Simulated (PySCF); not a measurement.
C4H5N.
Numbering: `[CH2:1]=[CH:2][CH2:3][C:4]#[N:5]` (hydrogens: H6, H7 on C1; H8 on C2; H9, H10 on C3)

Structure optimised with GFN2-xTB, isolated species.

(1) What internal coordinates does the optimisation give?

Answers

(1) 
| bond | length (Å) |
| --- | --- |
| C1=C2 | 1.319 |
| C2–C3 | 1.504 |
| C3–C4 | 1.443 |
| C4≡N5 | 1.143 |
| C1–H6 | 1.078 |
| C1–H7 | 1.076 |
| C2–H8 | 1.082 |
| C3–H9, C3–H10 | 1.094 |

Bonds in one row agree within 0.01 Å and their mean is given. A selection of angles:
| angle | degrees |
| --- | --- |
| C2–C1–H6 | 122.1 |
| C2–C1–H7 | 121.7 |
| H6–C1–H7 | 116.3 |
| C1–C2–C3 | 123.7 |
| C1–C2–H8 | 121.0 |
| C3–C2–H8 | 115.2 |
| C2–C3–C4 | 110.0 |
| C2–C3–H9 | 110.8 |
| C2–C3–H10 | 110.2 |
| C4–C3–H9 | 108.8 |
| C4–C3–H10 | 108.0 |
| H9–C3–H10 | 109.0 |
| C3–C4–N5 | 179.0 |

Dihedral angles: C1–C2–C3–C4 -118° (anticlinal). The mirror-image conformer, all signs reversed, is as good.

Of the pairs four or more bonds apart, H6···H9 is among the closest relative to their van der Waals radii: 2.43 Å, 101 % of the sum of Bondi's values. The 3 C–C bonds span 1.319 Å (C1=C2, drawn double) to 1.504 Å (C2–C3, drawn single), a spread of 0.185 Å.

Point group: C1 (no symmetry element, even within 0.4 Å). Not checked by GFN2-xTB frequencies. One conformer, not necessarily the lowest.

These are computed values.
